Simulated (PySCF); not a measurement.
## Broadened absorption spectrum of C5H5F

C5H5F.
SMILES: `C#C/C=C/CF`

The calculation used TDDFT CAM-B3LYP/def2-SVPD, vertical, gas phase, core orbitals frozen in the response in PySCF 2.14.0, density-fitted response routines. Isolated species at its GFN2-xTB geometry (one conformer only). Torsions of this conformer, `[CH:1]#[C:2]/[CH:3]=[CH:4]/[CH2:5][F:6]`: C3–C4–C5–F6 0°.

Broadening: Gaussians 0.5 eV wide at half height, area fixed by f = 4.319×10⁻⁹ ∫ε dν̃. The width is an assumption, not a result. The curve ends short of the highest state used, and states not computed would add to its high-energy end.

E (eV), ε (L mol⁻¹ cm⁻¹) and a bar:
```
     4.80          2 
     4.85          6 
     4.89         13 
     4.94         32 
     4.98         62 
     5.03        133 
     5.08        271 
     5.12        461 #
     5.17        850 #
     5.21       1335 ##
     5.26       2230 ####
     5.31       3526 ######
     5.35       4887 ########
     5.40       6991 ###########
     5.44       8947 ##############
     5.49      11584 ###################
     5.54      14190 #######################
     5.58      16038 ##########################
     5.63      17780 #############################
     5.67      18553 ##############################
     5.72      18615 ##############################
     5.77      17669 ############################
     5.81      16284 ##########################
     5.86      13989 #######################
     5.90      11903 ###################
     5.95       9254 ###############
     6.00       6806 ###########
     6.04       5115 ########
     6.09       3406 #####
     6.13       2364 ####
     6.18       1425 ##
     6.23        814 #
     6.27        501 #
     6.32        263 
     6.36        154 
     6.41         82 
     6.46         51 
     6.50         43 
     6.55         45 
     6.59         52 
     6.64         65 
     6.69         79 
     6.73         90 
     6.78        105 
     6.82        117 
     6.87        140 
     6.92        184 
     6.96        250 
     7.01        403 #
     7.06        690 #
     7.10       1069 ##
     7.15       1815 ###
     7.19       2698 ####
     7.24       4247 #######
     7.29       6358 ##########
     7.33       8456 ##############
```

Question: Locate the maxima and give the states behind the curve.

Answer: 218 nm (5.70 eV), ε about 19000, made up of S2 (100%) (ε in L mol⁻¹ cm⁻¹; maxima over ε = 5, shares over 10%). At its high-energy end, 7.33 eV, the curve is still rising (ε about 8500, from S6). The states used: S1 5.55 eV (f 0.0001); S2 5.70 eV (f 0.347); S3 6.35 eV (f 0.0000); S4 6.85 eV (f 0.0019); S5 7.49 eV (f 0.0053); S6 7.63 eV (f 0.412); S7 7.71 eV (f 0.011); S8 7.93 eV (f 0.076).

Question: On this curve, what absorbance would a 10⁻⁵ mol/L sample give at 248 nm over a 1 cm path?

Answer: 248 nm is 4.999 eV, where ε is about 84 L mol⁻¹ cm⁻¹, so A = ε c l ≈ 0.00084 (Beer–Lambert, with the gas-phase spectrum and the assumed width).

Question: What would ε be at 5.70 eV, the highest of these maxima, with half the width (0.25 eV)?

Answer: About 37400 L mol⁻¹ cm⁻¹ against 18700, a factor of about 2.00; a lone state at its own centre would give exactly 2.

Question: Coming from long wavelengths, where does ε first pass 100 L mol⁻¹ cm⁻¹?

Answer: At about 247 nm (5.01 eV), 0.54 eV below S1.

The run took 16 s wall on Arm Neoverse V2, one thread, on a shared host, and the process peaked at 0.71 GiB of memory.
